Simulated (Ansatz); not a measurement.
# AlHCl₂ (singlet): the correlation ladder, cc-pVTZ

An exercise on one series of results from a longer session: the logs are not shown, and one member is left open.

The runs use Ansatz 0.2.0, Gaussian basis; cc-pVTZ, core rule «outside noble gas», up to 15 orbitals frozen.

To be run: UHF; CCSD(T) on RHF; BCCD(T) on RHF; CCSDT(Q) on RHF.

1 further run of the same task is left out (for a known fault of the program).

## What is computed

The geometry is a PBE0/def2-TZVP stationary point (not a proven minimum).

4 atoms, charge 0, spin multiplicity 1.

Atoms are counted from 1 here; the program's logs count them from 0.

Bond lengths: Al1–Cl2 2.083 Å, Al1–Cl3 2.083 Å, Al1–H4 1.564 Å. Angles: Cl2–Al1–Cl3 118.3°, Cl2–Al1–H4 120.8°, Cl3–Al1–H4 120.8°.

Set-up of the first run:

The input, in.yaml:

```yaml
crystal:
  periodic: [false, false, false]
  atoms:
    - {symbol: Al, position_ang: [0.000000, -0.749294, 0.000000]}
    - {symbol: Cl, position_ang: [0.000000, 0.318004, -1.788545]}
    - {symbol: Cl, position_ang: [0.000000, 0.318004, 1.788545]}
    - {symbol: H, position_ang: [0.000000, -2.312892, 0.000000]}
basis:
  gaussian: {orbitals: cc-pVTZ}
magnetization: {spin_polarized: true, initial_magnetization: 0}
hamiltonian: {xc: hf}
output: {orbitals: {seedname: orbitals}}
```

On the command line:

```bash
ansatz run in.yaml --threads 1 --pin off --events-out ev --progress --plain --max-ram 4096MiB --backend cpu
```

Among the steps run: UHF; CCSD(T) on RHF; BCCD(T) on RHF; CCSDT(Q) on RHF.

One of the session's tables, all rows but one given; the rest of the session is left out.

It belongs to the step «Misses and costs». 

```
   method  from RCCSDT(Q) (meV)
      RHF              +13793.1
     RMP2               +1635.7
    RCCSD                +567.8
 RCCSD(T)                 +51.4
  BCCD(T)                 +49.5
   RCCSDT                     ?
RCCSDT(Q)                     0
```

**Question.** Estimate the row for RCCSDT.

The run gave: from RCCSDT(Q) (meV): +23.0. In the column «from RCCSDT(Q) (meV)» it lies between RCCSDT(Q) (0) and BCCD(T) (+49.5).

With the free atoms at the same levels and basis (separate runs), the atomisation energy is 11.667 eV at RCCSDT(Q), 11.671 eV at RCCSD(T), 9.491 eV at RHF.
